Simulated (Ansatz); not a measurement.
# C3H3FO: molecular dynamics

Aim: follow the molecule's vibrations and see whether its bonds hold. The start is relaxed first. Runs: 300 steps of 1 fs at constant energy, with velocities drawn for 500 K. SMILES of the start: OCC#CF.

All numbers below are computed with Ansatz 0.2.0 (RKS PBE/def2-SVP).

**1. The system as given**

Bond lengths: O1–C2 1.391 Å, C2–C3 1.469 Å, C3–C4 1.219 Å, C4–F5 1.332 Å, O1–H6 0.992 Å, C2–H7 1.120 Å, C2–H8 1.057 Å. Angles: O1–C2–C3 111.6°, O1–C2–H7 106.0°, O1–C2–H8 110.1°, C3–C2–H7 111.7°, C3–C2–H8 109.5°, H7–C2–H8 107.9°, C2–O1–H6 109.0°, C2–C3–C4 173.7°, C3–C4–F5 171.9°.

Structure file:

```xyz
8

O    -0.6915   -0.2536    1.5448
C    -0.1031   -0.7932    0.4060
C     0.0736    0.2199   -0.6425
C     0.3516    1.0537   -1.4872
F     0.4742    1.9582   -2.4571
H    -0.1966    0.5644    1.8080
H     0.8777   -1.2200    0.7388
H    -0.6937   -1.5866    0.0335
```

**2. Relaxing the start**

File input.yaml:

```yaml
crystal:
  periodic: [false, false, false]
  atoms:
    - { symbol: O, position_ang: [-0.6915, -0.2536, 1.5448] }
    - { symbol: C, position_ang: [-0.1031, -0.7932, 0.406] }
    - { symbol: C, position_ang: [0.0736, 0.2199, -0.6425] }
    - { symbol: C, position_ang: [0.3516, 1.0537, -1.4872] }
    - { symbol: F, position_ang: [0.4742, 1.9582, -2.4571] }
    - { symbol: H, position_ang: [-0.1966, 0.5644, 1.808] }
    - { symbol: H, position_ang: [0.8777, -1.22, 0.7388] }
    - { symbol: H, position_ang: [-0.6937, -1.5866, 0.0335] }
basis:
  gaussian: { orbitals: def2-SVP }
hamiltonian:
  xc: pbe
relax:
  f_tol: 0.02
  max_steps: 40
scf:
  lower_state_search: "off"
```

On the command line:

```console
ansatz run input.yaml --threads 1 --pin off --max-ram 2048MiB --backend cpu --events-out ev --progress --plain --runs-dir out
```

Standard output, cut to the lines that bear on the results:

```text
Warning: RAYON_NUM_THREADS=1 ignored (pool sized by the plan → 1); use --threads N
[...]
Functional definition: PBE
[...]
939 factors; their error is unknown
[...]
mean field -7905.68396060 eV, -290.5285268870 hartree, gradient 4.4e-6 eV, S^2 0.000000; 0 other end points of the search recorded, 0 dependent functions left out
[...]
reference -7905.68398448 eV, -290.5285277647 hartree; 19, 19 occupied and 66, 66 virtual orbitals, 939 factors
relax step   1: F+E_penalty+E_count = -7905.68396060 eV  Δ(F+E_penalty+E_count) = +0.000e0 eV  max|allowed force component| = 1.914e0 eV/Å  Δτ_max = 0.0000 Å  (17 SCF iters, accepted)
[...]
relax step   3: F+E_penalty+E_count = -7905.88193972 eV  Δ(F+E_penalty+E_count) = -1.953e-2 eV  max|allowed force component| = 2.555e-1 eV/Å  Δτ_max = 0.0196 Å  (22 SCF iters, accepted)
[...]
relax step   5: F+E_penalty+E_count = -7905.88936055 eV  Δ(F+E_penalty+E_count) = -5.401e-3 eV  max|allowed force component| = 4.099e-1 eV/Å  Δτ_max = 0.0364 Å  (19 SCF iters, accepted)
[...]
relax step   7: F+E_penalty+E_count = -7905.89115771 eV  Δ(F+E_penalty+E_count) = -3.339e-4 eV  max|allowed force component| = 2.783e-2 eV/Å  Δτ_max = 0.0052 Å  (22 SCF iters, accepted)
[...]
relax step   8: F+E_penalty+E_count = -7905.89116964 eV  Δ(F+E_penalty+E_count) = -1.193e-5 eV  max|allowed force component| = 3.510e-2 eV/Å  Δτ_max = 0.0026 Å  (23 SCF iters, accepted)
[...]
relax step   9: F+E_penalty+E_count = -7905.89119493 eV  Δ(F+E_penalty+E_count) = -2.529e-5 eV  max|allowed force component| = 1.211e-2 eV/Å  Δτ_max = 0.0011 Å  (13 SCF iters, accepted)
Total energy: -7905.89121889 eV, -290.5361434886 hartree
Atom 0 at    -0.736429    -0.228048     1.557147 Å, force    -0.001092    -0.001301    -0.000702 eV/Å
Atom 1 at    -0.079504    -0.762421     0.421054 Å, force    -0.001561    -0.000266     0.002404 eV/Å
Atom 2 at     0.120207     0.204125    -0.670176 Å, force     0.000364    -0.001582     0.008675 eV/Å
Atom 3 at     0.310604     1.061724    -1.516603 Å, force     0.001479     0.000844    -0.012115 eV/Å
Atom 4 at     0.496700     1.943067    -2.434590 Å, force    -0.000462     0.001735     0.002448 eV/Å
Atom 5 at    -0.213840     0.541745     1.849811 Å, force     0.000340    -0.001356    -0.000754 eV/Å
Atom 6 at     0.910402    -1.218386     0.677616 Å, force     0.000477     0.000147    -0.001039 eV/Å
Atom 7 at    -0.715939    -1.599007     0.060041 Å, force     0.000454     0.001780     0.001083 eV/Å
Dipole moment:     0.245433     0.046256     0.007986 e Å
Checks for a lower state left out: stability, starts, cluster_reference, orbital_swaps, neighbouring_geometries, increment
```

Wall time 7.8 s (1 thread of Intel Xeon 6975P-C (Granite Rapids), shared host); peak memory 0.12 GiB.

Step by step:

```
step  energy from step 1 (eV)  largest force component (eV/Å)
   1                   0.0000                          1.9143
   2                  -0.1785                          0.6586
   3                  -0.1980                          0.2555
   4                  -0.2000                          0.2259
   5                  -0.2054                          0.4099
   6                  -0.2069                          0.1710
   7                  -0.2072                          0.0278
   8                  -0.2072                          0.0351
   9                  -0.2072                          0.0121
```

Step 1 is the start.

After: Bond lengths: O1–C2 1.417 Å, C2–C3 1.471 Å, C3–C4 1.220 Å, C4–F5 1.286 Å, O1–H6 0.975 Å, C2–H7 1.120 Å, C2–H8 1.111 Å. Angles: O1–C2–C3 114.2°, O1–C2–H7 112.3°, O1–C2–H8 106.2°, C3–C2–H7 108.5°, C3–C2–H8 109.3°, H7–C2–H8 105.9°, C2–O1–H6 106.8°, C2–C3–C4 176.0°, C3–C4–F5 178.3°.

**3. The run**

300 steps of 1 fs at constant energy, with velocities drawn for 500 K, from the relaxed start.

File input.yaml:

```yaml
crystal:
  periodic: [false, false, false]
  atoms:
    - { symbol: O, position_ang: [-0.736429, -0.228048, 1.557147] }
    - { symbol: C, position_ang: [-0.079504, -0.762421, 0.421054] }
    - { symbol: C, position_ang: [0.120207, 0.204125, -0.670176] }
    - { symbol: C, position_ang: [0.310604, 1.061724, -1.516603] }
    - { symbol: F, position_ang: [0.4967, 1.943067, -2.43459] }
    - { symbol: H, position_ang: [-0.21384, 0.541745, 1.849811] }
    - { symbol: H, position_ang: [0.910402, -1.218386, 0.677616] }
    - { symbol: H, position_ang: [-0.715939, -1.599007, 0.060041] }
basis:
  gaussian: { orbitals: def2-SVP }
hamiltonian:
  xc: pbe
md:
  timestep: 1.0
  n_steps: 300
  ensemble: nve
  temperature: 500.0
  initial_velocities: maxwell_boltzmann
  seed: 657921
scf:
  lower_state_search: "off"
```

On the command line:

```console
ansatz run input.yaml --threads 1 --pin off --max-ram 2048MiB --backend cpu --events-out ev --progress --plain --runs-dir out
```

Standard output, cut to the lines that bear on the results:

```text
Warning: RAYON_NUM_THREADS=1 ignored (pool sized by the plan → 1); use --threads N
[...]
Functional definition: PBE
[...]
939 factors; their error is unknown
[...]
mean field -7905.89119507 eV, -290.5361426134 hartree, gradient 5.7e-6 eV, S^2 0.000000; 0 other end points of the search recorded, 0 dependent functions left out
[...]
reference -7905.89121902 eV, -290.5361434935 hartree; 19, 19 occupied and 66, 66 virtual orbitals, 939 factors
md step     0: t =     0.00 fs  T =   500.0 K  F+E_penalty+E_count = -7905.89119507 eV  E_kin = 0.387780 eV  conserved = -7905.50341507 eV  (17 SCF iters)
[...]
md step    20: t =    20.00 fs  T =    72.3 K  F+E_penalty+E_count = -7905.54709592 eV  E_kin = 0.056036 eV  conserved = -7905.49105976 eV  (22 SCF iters)
[...]
md step    40: t =    40.00 fs  T =   296.2 K  F+E_penalty+E_count = -7905.72792589 eV  E_kin = 0.229697 eV  conserved = -7905.49822936 eV  (22 SCF iters)
[...]
md step    60: t =    60.00 fs  T =   249.7 K  F+E_penalty+E_count = -7905.68837608 eV  E_kin = 0.193691 eV  conserved = -7905.49468522 eV  (22 SCF iters)
[...]
md step    79: t =    79.00 fs  T =   117.7 K  F+E_penalty+E_count = -7905.58461178 eV  E_kin = 0.091310 eV  conserved = -7905.49330174 eV  (22 SCF iters)
md step    80: t =    80.00 fs  T =   198.8 K  F+E_penalty+E_count = -7905.65359480 eV  E_kin = 0.154205 eV  conserved = -7905.49938962 eV  (22 SCF iters)
```

**4. The output, continued: dynamics from the start**

The log, continued, cut to the lines that bear on the results:

```text
md step    81: t =    81.00 fs  T =   244.6 K  F+E_penalty+E_count = -7905.69009459 eV  E_kin = 0.189674 eV  conserved = -7905.50042101 eV  (22 SCF iters)
[...]
md step   107: t =   107.00 fs  T =   171.8 K  F+E_penalty+E_count = -7905.62675565 eV  E_kin = 0.133267 eV  conserved = -7905.49348852 eV  (22 SCF iters)
[...]
md step   133: t =   133.00 fs  T =   336.7 K  F+E_penalty+E_count = -7905.76286819 eV  E_kin = 0.261099 eV  conserved = -7905.50176906 eV  (21 SCF iters)
[...]
md step   159: t =   159.00 fs  T =   375.9 K  F+E_penalty+E_count = -7905.78792168 eV  E_kin = 0.291506 eV  conserved = -7905.49641569 eV  (21 SCF iters)
[...]
md step   184: t =   184.00 fs  T =   293.2 K  F+E_penalty+E_count = -7905.72528267 eV  E_kin = 0.227432 eV  conserved = -7905.49785086 eV  (22 SCF iters)
md step   185: t =   185.00 fs  T =   280.9 K  F+E_penalty+E_count = -7905.71543035 eV  E_kin = 0.217876 eV  conserved = -7905.49755400 eV  (21 SCF iters)
```

**5. The output, continued: dynamics from the start**

The log, continued, cut to the lines that bear on the results:

```text
md step   186: t =   186.00 fs  T =   247.0 K  F+E_penalty+E_count = -7905.68842498 eV  E_kin = 0.191554 eV  conserved = -7905.49687079 eV  (21 SCF iters)
[...]
md step   208: t =   208.00 fs  T =   301.6 K  F+E_penalty+E_count = -7905.73262079 eV  E_kin = 0.233930 eV  conserved = -7905.49869040 eV  (21 SCF iters)
[...]
md step   230: t =   230.00 fs  T =   319.7 K  F+E_penalty+E_count = -7905.74979875 eV  E_kin = 0.247976 eV  conserved = -7905.50182244 eV  (22 SCF iters)
[...]
md step   252: t =   252.00 fs  T =   273.3 K  F+E_penalty+E_count = -7905.71019307 eV  E_kin = 0.211940 eV  conserved = -7905.49825337 eV  (21 SCF iters)
[...]
md step   299: t =   299.00 fs  T =   289.5 K  F+E_penalty+E_count = -7905.72271883 eV  E_kin = 0.224497 eV  conserved = -7905.49822153 eV  (21 SCF iters)
[...]
Total energy: -7905.70725668 eV, -290.5293830023 hartree
Atom 0 at    -0.718721    -0.262697     1.573055 Å, force    -0.784040    -1.222157     0.205023 eV/Å
Atom 1 at    -0.130048    -0.774756     0.414461 Å, force     2.281816     1.426609    -0.614652 eV/Å
Atom 2 at     0.189372     0.280036    -0.619002 Å, force    -0.377739    -0.616170     0.410593 eV/Å
Atom 3 at     0.321717     1.089358    -1.525489 Å, force    -0.310075    -1.630193     1.818837 eV/Å
Atom 4 at     0.480337     1.909517    -2.452098 Å, force     0.355392     1.573939    -1.675542 eV/Å
Atom 5 at    -0.429847     0.633497     1.714596 Å, force     0.512041     0.956141     0.026081 eV/Å
Atom 6 at     0.861252    -1.333017     0.601478 Å, force    -0.770250     0.360633     0.073119 eV/Å
Atom 7 at    -0.777746    -1.480669    -0.076448 Å, force    -0.907144    -0.848801    -0.243458 eV/Å
Dipole moment:     0.136456     0.126152    -0.102423 e Å
Checks for a lower state left out: stability, starts, cluster_reference, orbital_swaps, neighbouring_geometries, increment
```

Wall time 4.1 min (1 thread of Intel Xeon 6975P-C (Granite Rapids), shared host); peak memory 0.12 GiB.

**6. The trajectory**

One step in 12; energies are changes from step 0:

```
time (fs)  T (K)  potential energy change (meV/atom)  total energy change (meV/atom)
      0.0    500                                 0.0                            0.00
     12.0    374                                12.7                            0.51
     24.0    242                                25.9                            0.86
     36.0    282                                21.9                            0.74
     48.0    344                                15.9                            0.77
     60.0    250                                25.4                            1.09
     72.0    190                                31.1                            1.10
     84.0    176                                32.6                            1.18
     96.0    232                                27.4                            1.36
    108.0    199                                30.5                            1.32
    120.0    240                                26.0                            0.82
    132.0    261                                23.9                            0.69
    144.0    305                                19.7                            0.74
    156.0    363                                13.7                            0.47
    168.0    279                                21.9                            0.51
    180.0    216                                28.3                            0.77
    192.0    185                                31.4                            0.85
    204.0    255                                24.6                            0.88
    216.0    209                                29.6                            1.31
    228.0    203                                30.4                            1.57
    240.0    233                                27.0                            1.18
    252.0    273                                22.6                            0.65
    264.0    236                                26.1                            0.51
    276.0    262                                23.4                            0.35
    288.0    323                                17.5                            0.31
    300.0    271                                23.0                            0.79
```

time (fs), T (K) and a bar:
```
      0.0        500 ##############################
     13.0        331 #################
     26.0        195 #######
     39.0        257 ###########
     52.0        334 #################
     65.0        252 ###########
     78.0        106 
     91.0        209 ########
    104.0        270 ############
    117.0        220 #########
    130.0        114 #
    143.0        251 ###########
    157.0        364 ####################
    170.0        255 ###########
    183.0        281 #############
    196.0        283 #############
    209.0        257 ###########
    222.0        164 ####
    235.0        186 ######
    248.0        342 ##################
    261.0        234 ##########
    274.0        160 ####
    287.0        307 ###############
    300.0        271 #############
```

Maxima of the velocity power spectrum (cm⁻¹, relative height; resolution about 220 cm⁻¹): 310 (80), 750 (38), 1330 (90), 2920 (100), 3780 (23).

**7. Snapshots as a file**

Positions (Å) and forces (eV/Å):

```xyz
8
time_fs=38.0 T=232 dE=0.2176
O    -0.735   -0.258    1.555    0.419    1.676    1.283
C    -0.071   -0.711    0.431    1.552   -2.242    0.030
C     0.120    0.230   -0.667   -0.070   -0.299    0.511
C     0.207    1.040   -1.566    0.505    0.541   -0.261
F     0.544    1.937   -2.420   -0.213    0.116   -0.319
H    -0.123    0.434    1.955   -1.015   -0.812   -0.378
H     0.983   -1.192    0.768   -1.503    0.750   -0.934
H    -0.677   -1.584    0.055    0.325    0.269    0.068
8
time_fs=75.0 T=267 dE=0.1845
O    -0.718   -0.267    1.570   -0.280    0.522    0.737
C    -0.105   -0.725    0.406    0.549   -1.425   -0.594
C     0.066    0.222   -0.676   -0.001    0.577   -0.140
C     0.429    1.096   -1.453   -0.515    0.239   -0.776
F     0.466    1.911   -2.461    0.290   -0.096    0.395
H    -0.415    0.638    1.832    0.090   -0.680   -0.511
H     0.954   -1.151    0.530   -0.697    0.060    0.407
H    -0.735   -1.608    0.015    0.563    0.803    0.483
8
time_fs=112.0 T=299 dE=0.1630
O    -0.748   -0.236    1.555   -0.511   -0.485   -0.151
C    -0.079   -0.779    0.422   -0.735    2.224    0.224
C     0.191    0.242   -0.633   -0.260   -0.271   -0.412
C     0.246    1.058   -1.553    0.264   -0.634    0.921
F     0.508    1.943   -2.442   -0.107    0.158   -0.207
H    -0.200    0.470    1.899    0.539    0.684    0.338
H     0.810   -1.287    0.717    1.694   -0.661    0.286
H    -0.749   -1.548    0.110   -0.885   -1.015   -0.999
8
time_fs=150.0 T=264 dE=0.1870
O    -0.757   -0.183    1.539   -0.249   -1.260   -0.586
C    -0.070   -0.814    0.455   -0.204    1.200   -1.528
C     0.137    0.188   -0.666    0.315   -0.096    0.131
C     0.306    1.044   -1.530    0.095    0.373   -0.226
F     0.489    1.971   -2.438   -0.195   -0.861    0.767
H    -0.086    0.356    1.974    0.314    0.392    0.270
H     0.932   -1.220    0.744   -0.217   -0.137    0.012
H    -0.665   -1.630   -0.073    0.142    0.388    1.159
8
time_fs=188.0 T=176 dE=0.2601
O    -0.717   -0.208    1.563    0.618    1.501   -0.692
C    -0.092   -0.792    0.395    1.123   -0.613    1.719
C     0.093    0.178   -0.689    0.229   -0.193   -0.143
C     0.402    1.077   -1.468   -0.522   -0.011   -0.440
F     0.462    1.948   -2.432    0.186   -0.407    0.649
H    -0.489    0.770    1.482   -0.306   -1.281    0.388
H     0.940   -1.309    0.715   -1.340    0.991   -0.716
H    -0.749   -1.662    0.196    0.013    0.012   -0.765
8
time_fs=225.0 T=298 dE=0.1603
O    -0.724   -0.209    1.547    0.175    0.442    0.414
C    -0.072   -0.775    0.433    1.012    1.496   -0.688
C     0.170    0.200   -0.676   -0.649   -0.434    0.317
C     0.180    1.032   -1.576    0.387   -0.546    0.897
F     0.536    1.946   -2.384   -0.033    0.689   -0.852
H    -0.353    0.689    1.761   -0.092   -0.928   -0.432
H     0.958   -1.202    0.606   -0.303   -0.074    0.495
H    -0.691   -1.585    0.061   -0.497   -0.646   -0.151
8
time_fs=262.0 T=144 dE=0.2880
O    -0.746   -0.223    1.548   -0.497    0.125    0.114
C    -0.068   -0.723    0.422   -3.201   -1.179   -0.602
C     0.068    0.172   -0.691    0.604    1.186   -0.780
C     0.383    1.054   -1.484   -0.327    0.868   -1.138
F     0.477    1.950   -2.447    0.032   -1.049    1.127
H    -0.059    0.256    2.025    0.141    0.492    0.485
H     0.845   -1.105    0.728    2.880   -1.108    0.545
H    -0.656   -1.641    0.068    0.368    0.665    0.248
8
time_fs=300.0 T=271 dE=0.1840
O    -0.719   -0.263    1.573   -0.784   -1.222    0.205
C    -0.130   -0.775    0.414    2.282    1.427   -0.615
C     0.189    0.280   -0.619   -0.378   -0.616    0.411
C     0.322    1.089   -1.526   -0.310   -1.630    1.819
F     0.480    1.909   -2.452    0.355    1.574   -1.675
H    -0.430    0.633    1.715    0.512    0.956    0.026
H     0.861   -1.333    0.602   -0.770    0.361    0.073
H    -0.778   -1.481   -0.076   -0.907   -0.849   -0.243
```

**8. What came out**

```
                          quantity                          value
           relaxation of the start        8 moves, 0.207 eV lower
                            length              300 steps of 1 fs
  temperature, first and last step                  500 and 271 K
          temperature, second half  mean 251 K, from 137 to 397 K
     potential energy, second half    +25 meV/atom from the start
largest change of the total energy                  1.74 meV/atom
            bonds formed or broken                              0
```

In words: The temperature starts at 500 K and averages 251 K in the second half, where it ranges from 137 to 397 K; a mean near half the start is what vibrations about a minimum give, since they share energy equally between motion and strain. The total energy strays from its start by at most 1.74 meV/atom, 7.2 % of the mean kinetic energy, which is poor: the step of 1 fs is too long for the fastest motion. The bonding pattern survives the run. A run of 300 fs with 8 atoms shows the motion but fixes no equilibrium value. The nuclei move classically, without zero-point motion, which matters most for hydrogen.
